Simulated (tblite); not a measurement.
Species: C2H2F3S (doublet state).
Atom-mapped SMILES: `[F:1][C:2]([F:3])([F:4])[CH2:5][S:6]` (hydrogens: H7, H8 on C5)

Calculated harmonic vibrations of the isolated species, GFN2-xTB (tblite), most abundant isotopes, no scaling. The method is semi-empirical: single wavenumbers can be off by several per cent or more. Open shells enter through the occupations alone, without spin polarisation, and single modes of such species can be off by tens of per cent.

Harmonic wavenumbers (cm⁻¹): 65.7, 151.9, 319.0, 331.6, 471.3, 479.1, 570.3, 764.5, 816.0, 830.2, 1001.3, 1041.4, 1164.7, 1167.7, 1203.3, 1377.8, 2977.0, 2977.9.

A = 5381, B = 1837, C = 1818 MHz; mass 114.983 u (most abundant isotopes); point group Cs, symmetry number 1; spin multiplicity 2.

Problem. What is the zero-point energy?

Solution. Half the sum of the wavenumbers: 8855 cm⁻¹ = 105.93 kJ/mol.

Problem. Give the ideal-gas entropy at 273.15 K and 1 bar in the rigid-rotor, harmonic-oscillator model (classical rotation).

Solution. Translation 166.21, rotation 113.06, vibration 46.83, spin (R ln 2) 5.76: S = 331.9 J/(mol K).

Problem. And Cp and H(273.15 K) − H(0)?

Solution. Cp = 87.90 J/(mol K), of which vibrations give 54.64 (their classical limit is 18 R = 149.7); H(273.15 K) − H(0) = 16.19 kJ/mol without the zero-point energy, 7.10 from vibrations.

Problem. Which modes carry the vibrational entropy at 273.15 K?

Solution. 65.7 cm⁻¹: 17.18; 151.9 cm⁻¹: 10.39; 319.0 cm⁻¹: 4.91; 331.6 cm⁻¹: 4.66; 471.3 cm⁻¹: 2.61; 479.1 cm⁻¹: 2.52 J/(mol K); the other 12 give 4.56 together.

Problem. How do the functions run with temperature in this model?

Solution. 
| T (K) | S (J/(mol K)) | Cp (J/(mol K)) | H − H(0) (kJ/mol) | G − H(0) (kJ/mol) | ln q(vib) |
| --- | --- | --- | --- | --- | --- |
| 100 | 265.0 | 51.1 | 4.14 | -22.36 | 0.63 |
| 200 | 307.0 | 72.5 | 10.31 | -51.08 | 1.68 |
| 300 | 340.4 | 93.2 | 18.62 | -83.49 | 2.81 |
| 500 | 395.9 | 124.0 | 40.62 | -157.32 | 5.14 |
| 800 | 460.0 | 147.7 | 81.83 | -286.17 | 8.44 |
| 1000 | 494.0 | 156.4 | 112.30 | -381.66 | 10.43 |

q(vib) and H(0) count from the zero-point level.

Hindered rotation and anharmonicity are outside this model.

The values belong to the conformer `[F:1][C:2]([F:3])([F:4])[CH2:5][S:6]`: F1–C2–C5–S6 61°.
